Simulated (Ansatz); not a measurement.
# C3H5FO: the cost of one run

Computed with Ansatz 0.2.0 through its Python package. The levels of theory stand in the script.

## Step 1: The system

Bond lengths: C1–C2 1.514 Å, C2–O3 1.398 Å, C2–C4 1.474 Å, O3–C4 1.411 Å, C4–F5 1.374 Å, C1–H6 1.105 Å, C1–H7 1.113 Å, C1–H8 1.077 Å, C2–H9 1.069 Å, C4–H10 1.071 Å. Angles (14 of 19 angles, heavy atoms first): C1–C2–O3 112.7°, C1–C2–C4 120.4°, O3–C2–C4 58.8°, C2–O3–C4 63.3°, C2–C4–O3 57.9°, C2–C4–F5 120.0°, O3–C4–F5 114.5°, C1–C2–H9 112.3°, O3–C2–H9 121.4°, C4–C2–H9 121.1°, C2–C1–H6 108.8°, C2–C1–H7 110.1°, C2–C1–H8 110.5°, C2–C4–H10 120.8°.

No structure file is read: the coordinates are typed or built in the script.

## Step 2: The script

Input file methods_c3h5fo.py:

```python
from pathlib import Path
import argparse

import ansatz as az
import numpy as np
from rdkit import Chem
from rdkit.Chem import AllChem

parser = argparse.ArgumentParser(description="One geometry of C3H5FO, method by method.")
parser.add_argument("--basis-set", required=True, help="Gaussian basis set")
args = parser.parse_args()

rd = Chem.AddHs(Chem.MolFromSmiles("CC1OC1F"))
AllChem.EmbedMolecule(rd, randomSeed=561)
AllChem.UFFOptimizeMolecule(rd)
mol = az.Crystal.molecule()
for atom, xyz in zip(rd.GetAtoms(), rd.GetConformer().GetPositions()):
    mol = mol.atom(atom.GetSymbol(), xyz.round(5).tolist())

setup = mol.calculation().basis(gaussian=args.basis_set)

print("functional    E (Ha)        dipole (D)   HOMO (eV)  LUMO (eV)")
for name in ["lda", "revpbe", "pbe", "blyp", "r2scan0", "b3lyp"]:
    summary = setup.functional(name).forces().orbitals().run(threads=1, runs_dir="runs").report
    lines = Path(summary["orbitals_path"]).read_text().splitlines()
    field_of = lambda key: [line.split("=")[1].strip() for line in lines if line.startswith(key)]
    orbitals = [(27.211386 * float(e), s, float(n)) for e, s, n in zip(field_of("Ene="), field_of("Spin="), field_of("Occup="))]
    homo = max(e for e, _, n in orbitals if n > 0.5)
    lumo = min(e for e, _, n in orbitals if n < 0.5)
    dipole = 4.803205 * np.linalg.norm(summary["charge_distribution"]["dipole_moment_e_ang"])
    print(f"{name:10s} {summary['free_energy_ev'] / 27.211386246:14.6f} {dipole:9.3f} {homo:11.3f} {lumo:10.3f}")
```

## Step 3: The calls as engine input

The engine receives this input (first run):

```yaml
crystal:
  periodic: [false, false, false]
  atoms:
    - { symbol: C, position_ang: [1.22687, 0.0439, -0.16902] }
    - { symbol: C, position_ang: [-0.15435, -0.59346, -0.03983] }
    - { symbol: O, position_ang: [-1.06099, -0.07794, -0.98731] }
    - { symbol: C, position_ang: [-1.27983, 0.28385, 0.35783] }
    - { symbol: F, position_ang: [-0.98541, 1.62029, 0.56423] }
    - { symbol: H, position_ang: [1.86579, -0.60071, -0.80759] }
    - { symbol: H, position_ang: [1.18003, 1.05518, -0.62791] }
    - { symbol: H, position_ang: [1.69058, 0.12151, 0.83624] }
    - { symbol: H, position_ang: [-0.27251, -1.68686, 0.11108] }
    - { symbol: H, position_ang: [-2.21019, -0.16576, 0.76227] }
basis:
  gaussian:
    orbitals: cc-pVDZ
hamiltonian:
  xc: lda
output:
  orbitals: {}
  forces: true
```

## Step 4: Launch

On the command line:

```
$ python methods_c3h5fo.py --basis-set cc-pVDZ
```

Q: Estimate wall time and peak memory on 1 thread of Arm Neoverse V2, shared host.

About 21 s, with a peak of 0.31 GiB.
